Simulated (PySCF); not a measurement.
# SiO and its ions

PBE0; PySCF, no relativity, basis sets Si def2-TZVP, O def2-TZVP. Neutral (UKS): singlet (closed shell), Re = 1.509 Å, ωe = 1276 cm⁻¹, De = 7.90 eV, HOMO -8.78 eV, LUMO -1.94 eV.

SiO⁺ (UKS): doublet (σ ↑), Re = 1.517 Å, ωe = 1159 cm⁻¹, De = 4.72 eV to Si⁺ + O. The energies at the minima are -364.55821 hartree for SiO and -364.13949 for SiO⁺.

**Question.** Work out the adiabatic ionisation energy, without and with harmonic zero-point energies (1 hartree = 27.2114 eV, 1 eV = 8065.5 cm⁻¹), and the change of the bond length.

**Answer.** At PBE0: 0.41872 hartree = 11.394 eV between the minima; the zero-point term (1159.0 − 1276.0)/2 cm⁻¹ = -0.007 eV makes it 11.387 eV. Re changes by +0.8 pm against the neutral. Minus the HOMO energy is 8.78 eV, -2.61 eV from the value between the minima; self-interaction puts the Kohn–Sham level too high, less so with exact exchange. The electron leaves a σ orbital; in so polar a molecule the change of length follows mostly from the change of the ionic charges.

For an ion De counts to the pair picked by the measured ionisation energies or electron affinities, which need not be the lowest pair at this level. States were picked by a PBE0 search and need not be the measured ground states.
